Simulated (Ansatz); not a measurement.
CH, doublet: the ladder up to full CI

Geometry: a point of a stretch scan, not a stationary point.

```json
{"atom": "C", "x (Å)": "0.0000", "y (Å)": "0.0000", "z (Å)": "0.0000"}
{"atom": "H", "x (Å)": "0.0000", "y (Å)": "0.0000", "z (Å)": "0.9860"}
```

Basis cc-pVTZ; Ansatz 0.2.0. Only valence electrons are correlated (noble-gas cores frozen), which leaves 5 electrons in 43 orbitals. Prefix R: restricted or restricted open-shell reference; prefix U: unrestricted. Active spaces: pair = (3e, 3o) about the gap; valence = (5e, 5o) chosen from the atoms' valence shells.

Full CI is exact within this basis and frozen core; it isn't the basis-set limit. The frozen core follows each run's orbitals, which can shift R against U totals by a few meV.

For open shells CISD is restricted-active-space CI with the open shells as a complete middle space.

* UHF ⟨S²⟩: 1.138
* T1 diagnostic (RCCSD): 0.0162
* largest doubles amplitude (RCCSD): 0.101

```csv
level,E − E(RHF) (eV)
RMP2,-2.8514
RCCSD,-3.4846
RCCSD(T),-3.5713
```

Q: Estimate how far full CI in cc-pVTZ lies from RCCSD(T). The table doesn't fix it; the size of (T) and the diagnostics are the guide.

A: Full CI in cc-pVTZ lies 1.8 kJ/mol below RCCSD(T), which is 22 % of the (T) step (-8.4 kJ/mol). The diagnostics are small and one determinant leads, so the series closes fast and only a small part of (T) is left.

The other levels:

```json
{"level": "CISD", "E − E(full CI) (kJ/mol)": "18.0", "share of correlation (%)": "94.80", "wall time": "0.66 s"}
{"level": "BCCD(T)", "E − E(full CI) (kJ/mol)": "1.8", "share of correlation (%)": "99.47", "wall time": "0.99 s"}
{"level": "RCCSDT", "E − E(full CI) (kJ/mol)": "0.2", "share of correlation (%)": "99.94", "wall time": "–"}
{"level": "RCCSDT(Q)", "E − E(full CI) (kJ/mol)": "0.0", "share of correlation (%)": "99.99", "wall time": "10 s"}
{"level": "CASSCF (pair space)", "E − E(full CI) (kJ/mol)": "286.8", "share of correlation (%)": "17.20", "wall time": "–"}
{"level": "NEVPT2 (pair space)", "E − E(full CI) (kJ/mol)": "56.9", "share of correlation (%)": "83.57", "wall time": "0.24 s"}
{"level": "MRCISD (pair space)", "E − E(full CI) (kJ/mol)": "11.4", "share of correlation (%)": "96.72", "wall time": "–"}
{"level": "MRCISD+Q (pair space)", "E − E(full CI) (kJ/mol)": "-0.3", "share of correlation (%)": "100.08", "wall time": "0.48 s"}
{"level": "CASSCF (valence space)", "E − E(full CI) (kJ/mol)": "243.5", "share of correlation (%)": "29.71", "wall time": "–"}
{"level": "NEVPT2 (valence space)", "E − E(full CI) (kJ/mol)": "56.7", "share of correlation (%)": "83.64", "wall time": "0.3 s"}
{"level": "MRCISD (valence space)", "E − E(full CI) (kJ/mol)": "8.8", "share of correlation (%)": "97.45", "wall time": "–"}
{"level": "MRCISD+Q (valence space)", "E − E(full CI) (kJ/mol)": "0.5", "share of correlation (%)": "99.85", "wall time": "0.66 s"}
{"level": "MRCISD+Q(relaxed) (valence space)", "E − E(full CI) (kJ/mol)": "-1.6", "share of correlation (%)": "100.45", "wall time": "0.75 s"}
```

The correlation energy at full CI, counted from RHF, is -3.590 eV. That run took 41 s on 1 thread of Arm Neoverse V1, shared host over 2,785,730 determinants.

Run but not shown, since their state or frozen core can't be matched to the reference's or they repeat it: UHF, UMP2, UCCSD, UCCSD(T), UCCSDT, UCCSDT(Q).

Times hold each run's SCF and search for its determinant on a shared host, so for small cases they say little of a method's own cost; they ran on 1 thread of Arm Neoverse V1.

Not variational, and here over 5 meV under the exact energy: MRCISD+Q(relaxed) (valence space).

The full-CI state has the irrep B1 of C2v, in the program's axes (one component, if the state is degenerate).

Natural occupations of full CI about the gap: 1.963 1.909 0.989 0.064 0.020 0.012 0.009 0.007 0.006 0.006; effectively unpaired electrons, Σ n²(2−n)², 1.05.
